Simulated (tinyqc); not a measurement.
LCCD on RHF in the sto-3g basis, frozen core, for LiH, spin multiplicity 1, step by step. Computed by tinyqc, a small Python program that keeps every step (integrals from PySCF). Settings: charge = 0, multiplicity = 1, basis = sto-3g, method = RHF, frozen orbitals = 1, energy threshold = 1e-10, iteration cap = 69, orthogonalisation = symmetric, start = Wolfsberg-Helmholz matrix, DIIS depth = 6, amplitude equations = LCCD, DIIS depth for amplitudes = 4, cap on updates = 62. Command: `OMP_NUM_THREADS=1 python tinyqc.py 27791 27792 out.jsonl` (the two numbers bound the seeds that draw the settings). One thread of a shared host (Intel(R) Xeon(R) Processor @ 2.60GHz), about 0.07 s of CPU time with the checks. The early iterations of the SCF are left out here.

## One-electron integrals

Geometry (angstrom):
```
atom         x         y         z
Li    0.000000  0.000000  0.000000
H     0.000000  0.000000  1.860000
```

Basis sto-3g: exponents (1/bohr^2) and contraction coefficients of normalised primitives:
```
element  l (shell)   exponent  coefficient
Li           s (1)  16.119575     0.154329
Li           s (1)   2.936201     0.535328
Li           s (1)   0.794651     0.444635
Li           s (2)   0.636290    -0.099967
Li           s (2)   0.147860     0.399513
Li           s (2)   0.048089     0.700115
Li           p (3)   0.636290     0.155916
Li           p (3)   0.147860     0.607684
Li           p (3)   0.048089     0.391957
H            s (1)   3.425251     0.154329
H            s (1)   0.623914     0.535328
H            s (1)   0.168855     0.444635
```

Overlap, kinetic and nuclear-attraction integrals over the contracted functions; the nuclear repulsion is the sum of Za Zb / Rab.

nuclear repulsion = 0.85351163 hartree

overlap S, order 1Li 1s, 1Li 2s, 1Li 2px, 1Li 2py, 1Li 2pz, 2H 1s:
$$\begin{pmatrix}
1.000000 & 0.241137 & 0.000000 & 0.000000 & 0.000000 & 0.037860 \\
0.241137 & 1.000000 & 0.000000 & 0.000000 & 0.000000 & 0.331408 \\
0.000000 & 0.000000 & 1.000000 & 0.000000 & 0.000000 & 0.000000 \\
0.000000 & 0.000000 & 0.000000 & 1.000000 & 0.000000 & 0.000000 \\
0.000000 & 0.000000 & 0.000000 & 0.000000 & 1.000000 & 0.456390 \\
0.037860 & 0.331408 & 0.000000 & 0.000000 & 0.456390 & 1.000000
\end{pmatrix}$$

kinetic energy T (hartree), order 1Li 1s, 1Li 2s, 1Li 2px, 1Li 2py, 1Li 2pz, 2H 1s:
$$\begin{pmatrix}
3.576786 & -0.020237 & 0.000000 & 0.000000 & 0.000000 & -0.011164 \\
-0.020237 & 0.102163 & 0.000000 & 0.000000 & 0.000000 & 0.026393 \\
0.000000 & 0.000000 & 0.319682 & 0.000000 & 0.000000 & 0.000000 \\
0.000000 & 0.000000 & 0.000000 & 0.319682 & 0.000000 & 0.000000 \\
0.000000 & 0.000000 & 0.000000 & 0.000000 & 0.319682 & 0.090702 \\
-0.011164 & 0.026393 & 0.000000 & 0.000000 & 0.090702 & 0.760032
\end{pmatrix}$$

nuclear attraction V (hartree), order 1Li 1s, 1Li 2s, 1Li 2px, 1Li 2py, 1Li 2pz, 2H 1s:
$$\begin{pmatrix}
-8.267385 & -1.032947 & 0.000000 & 0.000000 & -0.011918 & -0.159023 \\
-1.032947 & -1.470408 & 0.000000 & 0.000000 & -0.107138 & -0.570569 \\
0.000000 & 0.000000 & -1.432551 & 0.000000 & 0.000000 & 0.000000 \\
0.000000 & 0.000000 & 0.000000 & -1.432551 & 0.000000 & 0.000000 \\
-0.011918 & -0.107138 & 0.000000 & 0.000000 & -1.517319 & -0.794878 \\
-0.159023 & -0.570569 & 0.000000 & 0.000000 & -0.794878 & -2.079470
\end{pmatrix}$$

core Hamiltonian H = T + V (hartree), order 1Li 1s, 1Li 2s, 1Li 2px, 1Li 2py, 1Li 2pz, 2H 1s:
$$\begin{pmatrix}
-4.690599 & -1.053185 & 0.000000 & 0.000000 & -0.011918 & -0.170187 \\
-1.053185 & -1.368244 & 0.000000 & 0.000000 & -0.107138 & -0.544176 \\
0.000000 & 0.000000 & -1.112870 & 0.000000 & 0.000000 & 0.000000 \\
0.000000 & 0.000000 & 0.000000 & -1.112870 & 0.000000 & 0.000000 \\
-0.011918 & -0.107138 & 0.000000 & 0.000000 & -1.197637 & -0.704176 \\
-0.170187 & -0.544176 & 0.000000 & 0.000000 & -0.704176 & -1.319438
\end{pmatrix}$$

## Two-electron integrals

Functions are numbered as in S; the eight-fold symmetry (ij|kl) = (ji|kl) = (kl|ij) leaves the list below.

Two-electron integrals (ij|kl) in chemists' order, unique and non-zero (hartree):
```
(11|11) 1.680395   (21|11) 0.265420   (21|21) 0.049941   (22|11) 0.397727
(22|21) 0.092860   (22|22) 0.290562   (31|31) 0.008981   (32|31) 0.013788
(32|32) 0.064184   (33|11) 0.396640   (33|21) 0.092880   (33|22) 0.290497
(33|33) 0.312946   (41|41) 0.008981   (42|41) 0.013788   (42|42) 0.064184
(43|43) 0.016869   (44|11) 0.396640   (44|21) 0.092880   (44|22) 0.290497
(44|33) 0.279207   (44|44) 0.312946   (51|51) 0.008981   (52|51) 0.013788
(52|52) 0.064184   (53|53) 0.016869   (54|54) 0.016869   (55|11) 0.396640
(55|21) 0.092880   (55|22) 0.290497   (55|33) 0.279207   (55|44) 0.279207
(55|55) 0.312946   (61|11) 0.040209   (61|21) 0.007616   (61|22) 0.014474
(61|33) 0.014305   (61|44) 0.014305   (61|51) 0.000924   (61|52) 0.001802
(61|55) 0.014817   (61|61) 0.001274   (62|11) 0.113595   (62|21) 0.026933
(62|22) 0.091596   (62|33) 0.086593   (62|44) 0.086593   (62|51) 0.004303
(62|52) 0.028028   (62|55) 0.101512   (62|61) 0.004936   (62|62) 0.051012
(63|31) 0.001943   (63|32) 0.009571   (63|53) 0.004100   (63|63) 0.003258
(64|41) 0.001943   (64|42) 0.009571   (64|54) 0.004100   (64|64) 0.003258
(65|11) 0.146625   (65|21) 0.035072   (65|22) 0.123348   (65|33) 0.114889
(65|44) 0.114889   (65|51) 0.006642   (65|52) 0.043052   (65|55) 0.140136
(65|61) 0.006633   (65|62) 0.074628   (65|65) 0.110312   (66|11) 0.284166
(66|21) 0.068406   (66|22) 0.256920   (66|33) 0.234433   (66|44) 0.234433
(66|51) 0.011654   (66|52) 0.096217   (66|55) 0.301733   (66|61) 0.012907
(66|62) 0.182356   (66|65) 0.275943   (66|66) 0.774606
```

## Orthogonalisation

S = U s U^T; symmetric (Loewdin) form X = U s^(-1/2) U^T, so that X^T S X = 1.

eigenvalues of S: [0.425077, 0.801652, 1.000000, 1.000000, 1.178603, 1.594668]

X, order 1Li 1s, 1Li 2s, 1Li 2px, 1Li 2py, 1Li 2pz, 2H 1s:
$$\begin{pmatrix}
1.023385 & -0.130512 & 0.000000 & 0.000000 & -0.007179 & 0.016342 \\
-0.130512 & 1.079455 & 0.000000 & 0.000000 & 0.076395 & -0.214071 \\
0.000000 & 0.000000 & 1.000000 & 0.000000 & 0.000000 & 0.000000 \\
0.000000 & 0.000000 & 0.000000 & 1.000000 & 0.000000 & 0.000000 \\
-0.007179 & 0.076395 & 0.000000 & 0.000000 & 1.102982 & -0.289579 \\
0.016342 & -0.214071 & 0.000000 & 0.000000 & -0.289579 & 1.157861
\end{pmatrix}$$

## Iteration 8 (converged): orbitals

converged F (hartree), order 1Li 1s, 1Li 2s, 1Li 2px, 1Li 2py, 1Li 2pz, 2H 1s:
$$\begin{pmatrix}
-2.353903 & -0.640881 & 0.000000 & 0.000000 & 0.014598 & -0.104054 \\
-0.640881 & -0.217586 & 0.000000 & 0.000000 & -0.084349 & -0.231979 \\
0.000000 & 0.000000 & 0.163170 & 0.000000 & 0.000000 & 0.000000 \\
0.000000 & 0.000000 & 0.000000 & 0.163170 & 0.000000 & 0.000000 \\
0.014598 & -0.084349 & 0.000000 & 0.000000 & 0.027296 & -0.216670 \\
-0.104054 & -0.231979 & 0.000000 & 0.000000 & -0.216670 & -0.109099
\end{pmatrix}$$

Diagonalise F' = X^T F X, C = X C', fill 2 alpha and 2 beta electrons from the bottom; D = 2 C_occ C_occ^T. Each column has its largest component positive (the first on a tie).

F' = X^T F X (hartree):
$$\begin{pmatrix}
-2.300631 & -0.358990 & 0.000000 & 0.000000 & 0.015161 & 0.002039 \\
-0.358990 & -0.023614 & 0.000000 & 0.000000 & 0.011883 & -0.236237 \\
0.000000 & 0.000000 & 0.163170 & 0.000000 & 0.000000 & 0.000000 \\
0.000000 & 0.000000 & 0.000000 & 0.163170 & 0.000000 & 0.000000 \\
0.015161 & 0.011883 & 0.000000 & 0.000000 & 0.157165 & -0.276435 \\
0.002039 & -0.236237 & 0.000000 & 0.000000 & -0.276435 & 0.095672
\end{pmatrix}$$

orbital energies (hartree): MO1 -2.356429, MO2 -0.262435, MO3 0.075262, MO4 0.163170, MO5 0.163170, MO6 0.472194

coefficients C, order 1Li 1s, 1Li 2s, 1Li 2px, 1Li 2py, 1Li 2pz, 2H 1s:
$$\begin{pmatrix}
0.991393 & -0.154890 & -0.212886 & 0.000000 & 0.000000 & 0.111794 \\
0.033407 & 0.476722 & 0.798045 & 0.000000 & 0.000000 & -0.607176 \\
0.000000 & 0.000000 & 0.000000 & 0.987829 & -0.155543 & 0.000000 \\
0.000000 & 0.000000 & 0.000000 & 0.155543 & 0.987829 & 0.000000 \\
-0.004995 & 0.336734 & -0.605008 & 0.000000 & 0.000000 & -0.909320 \\
0.000294 & 0.568541 & -0.164937 & 0.000000 & 0.000000 & 1.058370
\end{pmatrix}$$

D after iteration 8, order 1Li 1s, 1Li 2s, 1Li 2px, 1Li 2py, 1Li 2pz, 2H 1s:
$$\begin{pmatrix}
2.013700 & -0.081441 & 0.000000 & 0.000000 & -0.114218 & -0.175539 \\
-0.081441 & 0.456760 & 0.000000 & 0.000000 & 0.320723 & 0.542091 \\
0.000000 & 0.000000 & 0.000000 & 0.000000 & 0.000000 & 0.000000 \\
0.000000 & 0.000000 & 0.000000 & 0.000000 & 0.000000 & 0.000000 \\
-0.114218 & 0.320723 & 0.000000 & 0.000000 & 0.226829 & 0.382891 \\
-0.175539 & 0.542091 & 0.000000 & 0.000000 & 0.382891 & 0.646477
\end{pmatrix}$$

Within a degenerate level the vectors are fixed only up to a rotation; this is one choice.

## Convergence

Stop when the energy changes by less than 1e-10 hartree and every element of the error matrix X^T (F D S - S D F) X is below 3e-06.

Course of the cycle:
```
iteration  E (hartree)     change  largest element of the error matrix
1          -7.82780874          -                             6.32e-02
2          -7.84029919  -1.25e-02                             2.49e-02
3          -7.84386795  -3.57e-03                             1.20e-02
4          -7.84485294  -9.85e-04                             1.12e-03
5          -7.84485411  -1.18e-06                             6.54e-04
6          -7.84485480  -6.84e-07                             3.27e-05
7          -7.84485480  -2.20e-09                             6.09e-06
8          -7.84485480  -6.27e-11                             1.82e-07
```

PySCF RHF in the same basis = -7.84485480 hartree

Converged in 8 iterations.

## Integrals over molecular orbitals

(pq|rs) = sum C_ip C_jq C_kr C_ls (ij|kl), one index at a time.

one-electron integrals over orbitals h = C^T H C (hartree):
$$\begin{pmatrix}
-4.681471 & 0.098636 & 0.164154 & 0.000000 & 0.000000 & -0.048061 \\
0.098636 & -1.398032 & 0.024886 & 0.000000 & 0.000000 & 0.004543 \\
0.164154 & 0.024886 & -1.109241 & 0.000000 & 0.000000 & 0.025515 \\
0.000000 & 0.000000 & 0.000000 & -1.112870 & 0.000000 & 0.000000 \\
0.000000 & 0.000000 & 0.000000 & 0.000000 & -1.112870 & 0.000000 \\
-0.048061 & 0.004543 & 0.025515 & 0.000000 & 0.000000 & -0.989680
\end{pmatrix}$$

Two-electron integrals over orbitals (pq|rs), unique and non-zero (hartree); the lowest 1 orbital is frozen and left out:
```
(22|22) 0.469573    (32|22) -0.053378   (32|32) 0.016288    (33|22) 0.217290
(33|32) 0.010919    (33|33) 0.334290    (42|42) 0.022148    (43|42) 0.019635
(43|43) 0.041298    (44|22) 0.257667    (44|32) 0.009039    (44|33) 0.281142
(44|44) 0.312946    (52|52) 0.022148    (53|52) 0.019635    (53|53) 0.041298
(54|54) 0.016869    (55|22) 0.257667    (55|32) 0.009039    (55|33) 0.281142
(55|44) 0.279207    (55|55) 0.312946    (62|22) 0.115688    (62|32) -0.038448
(62|33) -0.017253   (62|44) -0.027785   (62|55) -0.027785   (62|62) 0.127203
(63|22) -0.053551   (63|32) 0.012590    (63|33) 0.036094    (63|44) 0.004761
(63|55) 0.004761    (63|62) -0.034926   (63|63) 0.027797    (64|42) -0.019235
(64|43) -0.013032   (64|64) 0.019768    (65|52) -0.019235   (65|53) -0.013032
(65|65) 0.019768    (66|22) 0.440975    (66|32) -0.046356   (66|33) 0.239680
(66|44) 0.263864    (66|55) 0.263864    (66|62) 0.116872    (66|63) -0.045282
(66|66) 0.440165
```

## LCCD: starting amplitudes

t_ij^ab = <ij||ab> / (e_i + e_j - e_a - e_b), whose energy is MP2.

Starting amplitudes (spin orbitals 1a, 1b, ...; amplitudes related by a flip of all spins are not repeated):
```
from      to          t
2a 2b  6a 6b  -0.086576
2a 2b  3a 6b   0.035855
2a 2b  5a 5b  -0.026020
2a 2b  4a 4b  -0.026020
2a 2b  3a 3b  -0.024116
```

correlation energy = -0.01531525 hartree

## LCCD: amplitude update 1

t_ij^ab D_ij^ab are set to the remaining terms of the spin-orbital equations, evaluated with the old amplitudes; for the doubles these are <ij||ab> + 1/2 <ab||ef> t_ij^ef + 1/2 <mn||ij> t_mn^ab + P(ij)P(ab) <mb||ej> t_im^ae, D the orbital-energy denominators (linear CCD).

Amplitudes after update 1 (spin orbitals 1a, 1b, ...; amplitudes related by a flip of all spins are not repeated):
```
from      to          t
2a 2b  6a 6b  -0.121901
2a 2b  3a 6b   0.054043
2a 2b  3a 3b  -0.029661
2a 2b  5a 5b  -0.027457
2a 2b  4a 4b  -0.027457
```

correlation energy = -0.02136128 hartree

## LCCD: amplitude update 2

As before.

Amplitudes after update 2 (spin orbitals 1a, 1b, ...; amplitudes related by a flip of all spins are not repeated):
```
from      to          t
2a 2b  6a 6b  -0.136756
2a 2b  3a 6b   0.062715
2a 2b  3a 3b  -0.033942
2a 2b  5a 5b  -0.026126
2a 2b  4a 4b  -0.026126
```

correlation energy = -0.02392845 hartree

## LCCD: convergence

E_corr = 1/4 sum <ij||ab> t_ij^ab; stop when the norm of the change is below 1e-8.

Course of the amplitude iterations:
```
update  correlation energy (hartree)  norm of the change
0                        -0.01531525                   -
1                        -0.02136128            8.82e-02
2                        -0.02392845            3.96e-02
3                        -0.02599189            1.84e-02
4                        -0.02597558            1.59e-03
5                        -0.02597295            2.15e-04
6                        -0.02597297            2.02e-06
7                        -0.02597297            6.88e-08
8                        -0.02597297            5.38e-10
```

Converged amplitudes (spin orbitals 1a, 1b, ...; amplitudes related by a flip of all spins are not repeated):
```
from      to          t
2a 2b  6a 6b  -0.147798
2a 2b  3a 6b   0.071323
2a 2b  3a 3b  -0.039154
2a 2b  5a 5b  -0.023713
2a 2b  4a 4b  -0.023713
```

LCCD total energy = -7.87082777 hartree

Converged in 8 updates, with DIIS from the third.
